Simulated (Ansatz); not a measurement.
Ansatz (a first-principles code) input (PBE-QIDH/def2-TZVPD):

Ansatz 0.2 input:
```yaml
crystal:
  periodic: [false, false, false]
  atoms:
    - {symbol: C, position_ang: [0.00150420, 0.06782275, 0.35234476]}
    - {symbol: H, position_ang: [0.00420647, -0.06617570, 1.47074893]}
    - {symbol: C, position_ang: [0.00836434, 1.49076899, -0.15367575]}
    - {symbol: H, position_ang: [-0.87400686, 2.03508487, 0.22502747]}
    - {symbol: H, position_ang: [0.89948318, 2.02456257, 0.21948169]}
    - {symbol: C, position_ang: [1.24463462, -0.68990047, -0.13394913]}
    - {symbol: H, position_ang: [1.26512854, -0.68733128, -1.22899581]}
    - {symbol: H, position_ang: [2.15557123, -0.18983784, 0.21049222]}
    - {symbol: H, position_ang: [1.26778541, -1.72832745, 0.23041004]}
    - {symbol: C, position_ang: [-1.25354649, -0.67507850, -0.12613720]}
    - {symbol: H, position_ang: [-1.28085629, -0.67222569, -1.22103440]}
    - {symbol: H, position_ang: [-1.28673820, -1.71317120, 0.23839815]}
    - {symbol: H, position_ang: [-2.15631350, -0.16425497, 0.22397568]}
basis:
  gaussian:
    orbitals: def2-TZVPD
hamiltonian:
  xc: {name: PBE-QIDH}
total_charge: -1
magnetization: {spin_polarized: false}
correlation: {electrons: outside_noble_gas}
```

End of the output:

```
integrals: 0.49 GiB planned
1621 factors; integrals over basis functions are off by at most 7.6e-4 eV
mean field: 1.38 GiB planned
mean field evaluation 1: about -4277.9389 eV, gradient 3.5e1 eV
mean field evaluation 2: about -4277.9587 eV, gradient 3.5e1 eV
mean field evaluation 4: about -4281.2104 eV, gradient 4.8e0 eV
mean field evaluation 8: about -4281.2780 eV, gradient 2.3e-1 eV
mean field evaluation 16: about -4281.2785 eV, gradient 2.9e-4 eV
mean field -4281.27851198 eV, -157.3340833603 hartree, gradient 3.4e-6 eV, S^2 0.000000; 0 other end points of the search recorded, 0 dependent functions left out
4 core orbitals not correlated
reference -4281.27853097 eV, -157.3340840584 hartree; 13, 13 occupied and 212, 212 virtual orbitals, 1621 factors
second order -22.07282667 eV of doubles, -0.00000000 eV of singles
Total energy: -4288.63613986 eV, -157.6044711979 hartree
```

It need not be the lowest isomer of its formula. Whether it binds its extra electron was not tested at this geometry.
